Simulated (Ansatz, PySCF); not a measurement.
nitric oxide (NO), SMILES [N]=O, multiplicity 2. Atoms are numbered in the order given.

```xyz
2

N      0.0000     0.0000    -0.6110
O      0.0000     0.0000     0.5340
```
Charge 0, spin multiplicity 2.

Coordinates come from a B3LYP-D3(BJ)/def2-TZVPD optimisation.

Two levels are set side by side: PBE-D3(BJ)/def2-TZVPD (Ansatz, an electronic-structure program) and B3LYP-D3(BJ)/def2-TZVPD (Ansatz). Each level has its own optimised geometry; the coordinates shown are those of the second. Frequencies come from the Hessian of PySCF at each geometry. Differences are taken from unrounded values.

```csv
quantity,B3LYP-D3(BJ),PBE-D3(BJ),PBE-D3(BJ) minus B3LYP-D3(BJ)
bond N1–O2 (Å),1.145,1.158,0.013
highest harmonic wavenumber (cm⁻¹),1975,1890,-85
mean harmonic wavenumber (cm⁻¹),1975,1890,-85
zero-point energy (kcal/mol),2.82,2.70,-0.12
```
